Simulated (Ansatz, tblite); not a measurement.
Spin states of NaH2, each relaxed with r2SCAN-D4/def2-TZVP in Ansatz. Electronic energies in the gas phase.

The xTB rows come from tblite. HSE06 is defined as in plane-wave codes, on full-range PBE exchange. Correlated methods freeze 1 core orbital; core or outer-core shells of Na are correlated, in sets that lack core-valence functions. In the doublet geometry the species has come apart into loosely held pieces. In the doublet, H2 and H3 lie 0.75 Å apart (atoms count from 1), so H2 has formed as a molecule. In the quartet geometry the species has come apart into loosely held pieces. The structure comes from a short search, and lower isomers may exist.

Doublet geometry (C∞v within 0.1 Å):

```tsv
atom	x (Å)	y (Å)	z (Å)
Na1	0.290	-2.763	0.774
H2	-0.192	1.735	-0.495
H3	-0.098	1.028	-0.279
```

Quartet geometry (Cs within 0.1 Å):

| atom | x (Å) | y (Å) | z (Å) |
| --- | --- | --- | --- |
| Na1 | 1.489 | 3.774 | 0.130 |
| H2 | -0.297 | -3.463 | -1.065 |
| H3 | -1.192 | -0.311 | 0.935 |

⟨S²⟩: doublet 0.75 at PBE0-D4/def2-TZVP (pure 0.75), quartet 3.75 at PBE0-D4/def2-TZVP (pure 3.75).

Only these spin states were relaxed. The quartet has fallen apart into loose fragments.

```tsv
level	quartet − doublet (kJ/mol)	lowest of these
GFN1-xTB	618.2	doublet
PBE-D4/def2-TZVP	438.9	doublet
r2SCANh-D4/def2-TZVP	449.0	doublet
PBE0-D4/def2-TZVP	437.1	doublet
```

Problem. Estimate the rows for HSE06-D4/def2-TZVP, RPA@PBE/def2-TZVP, MP2/def2-TZVP, MP2/def2-TZVPP.

Solution. 
```
             level  quartet − doublet (kJ/mol)  lowest of these
HSE06-D4/def2-TZVP                       437.2          doublet
 RPA@PBE/def2-TZVP                       448.8          doublet
     MP2/def2-TZVP                       421.5          doublet
    MP2/def2-TZVPP                       433.0          doublet
```

The xTB methods have no term that favours high spin, so they put low spin too low.
